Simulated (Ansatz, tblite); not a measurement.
# The cluster Ca₃: a ladder of methods and basis sets

How do method and basis change the picture of the cluster Ca₃ (singlet)?

Computed with Ansatz 0.2.0, Gaussian basis. Level: as each input shows.

The runs, in order: GFN1-xTB, GFN2-xTB, PBE/def2-TZVP, r2SCAN/def2-TZVP, ωB97M-V/def2-TZVP, CAM-B3LYP/def2-TZVP, r2SCANh/def2-TZVP, LC-ωPBE/def2-TZVP, LDA/def2-TZVP, PBE/def2-SVP, PBE0/def2-SVP, HF/6-31G, B3LYP/6-31G, PBE0/def2-TZVPD, PBE/def2-TZVPD, r2SCAN/def2-TZVPD, CCSD(T)/def2-TZVPP, MP2/def2-TZVP, RPA/def2-TZVP, CCSD(T)/def2-TZVPD.

**1. The structure**

The singlet was relaxed beforehand with PBE0/def2-TZVP. At that level it is the lowest of the isomers that a small search found.

3 atoms, charge 0, spin multiplicity 1.

Bond lengths: Ca1–Ca2 3.928 Å, Ca1–Ca3 3.923 Å, Ca2–Ca3 3.928 Å. Angles: Ca2–Ca1–Ca3 60.0°, Ca1–Ca2–Ca3 59.9°, Ca1–Ca3–Ca2 60.0°.

PBE0/def2-TZVP was run before; its log isn't repeated, and its numbers join the tables.

**2. GFN1-xTB**

Tight binding, by tblite at 300 K electronic temperature and without a spin-polarisation term:

```python
tblite.interface.Calculator('GFN1-xTB', numbers, positions, charge=0, uhf=0).singlepoint()
```

Energy -50.4107 eV, HOMO -7.26 eV, LUMO -3.98 eV; 0.003 s.

**3. GFN2-xTB**

Tight binding, by tblite at 300 K electronic temperature and without a spin-polarisation term:

```python
tblite.interface.Calculator('GFN2-xTB', numbers, positions, charge=0, uhf=0).singlepoint()
```

Energy -32.3197 eV, HOMO -2.90 eV, LUMO -0.69 eV; 0.002 s.

**4. PBE/def2-TZVP**

start.molden holds the orbitals of an earlier run on this state, given as this run's starting guess.

The input, in.yaml:

```yaml
crystal:
  periodic: [false, false, false]
  atoms:
    - {symbol: Ca, position_ang: [-0.813881, -2.046845, -0.532037]}
    - {symbol: Ca, position_ang: [0.469107, 0.509234, 2.160585]}
    - {symbol: Ca, position_ang: [0.344775, 1.537621, -1.628547]}
basis:
  gaussian: {orbitals: def2-TZVP, initial_orbitals: start.molden}
hamiltonian: {xc: pbe}
scf: {omitted_lower_state_checks: [starts]}
output: {orbitals: {seedname: orbitals}}
```

Run with:

```bash
$ ansatz run in.yaml --threads 4 --pin off --events-out ev --progress --plain --max-ram 3916MiB
```

Further steps of the session: r2SCAN/def2-TZVP; ωB97M-V/def2-TZVP; CAM-B3LYP/def2-TZVP; r2SCANh/def2-TZVP; LC-ωPBE/def2-TZVP; LDA/def2-TZVP; PBE/def2-SVP; PBE0/def2-SVP; HF/6-31G; B3LYP/6-31G; PBE0/def2-TZVPD; PBE/def2-TZVPD; r2SCAN/def2-TZVPD; CCSD(T)/def2-TZVPP; MP2/def2-TZVP; RPA/def2-TZVP; CCSD(T)/def2-TZVPD.

**Question.** What will the summary of the whole plan be? Wanted: gap in def2-TZVP, named functionals, smallest and largest; correlation energy, CCSD(T)/def2-TZVPP; correlation energy, MP2/def2-TZVP; correlation energy, CCSD(T)/def2-TZVPD; binding an atom, CCSD(T)/def2-TZVPP; PBE0 total energy, smallest basis above largest.

As calculated:

| quantity | value |
| --- | --- |
| gap in def2-TZVP, named functionals, smallest and largest | 0.91 eV (LDA), 4.66 eV (LC-ωPBE) |
| correlation energy, CCSD(T)/def2-TZVPP | -19.05 eV |
| correlation energy, MP2/def2-TZVP | -17.06 eV |
| correlation energy, CCSD(T)/def2-TZVPD | -19.05 eV |
| binding an atom, CCSD(T)/def2-TZVPP | 0.124 eV |
| PBE0 total energy, smallest basis above largest | 6.97 eV (def2-SVP, def2-TZVP) |

Orbital gaps of the named functionals in def2-TZVP span 0.91 eV (LDA) to 4.66 eV (LC-ωPBE); exact exchange widens it. A small miss in a minimal or small basis is a cancelling of errors, not accuracy. The functionals in def2-TZVP miss CCSD(T)/def2-TZVPP by -0.032 (CAM-B3LYP) to +0.291 eV (LDA) an atom. The reference is CCSD(T) in one finite basis, so it carries an error of its own, often a tenth of an eV or more, and near misses can't be ranked.
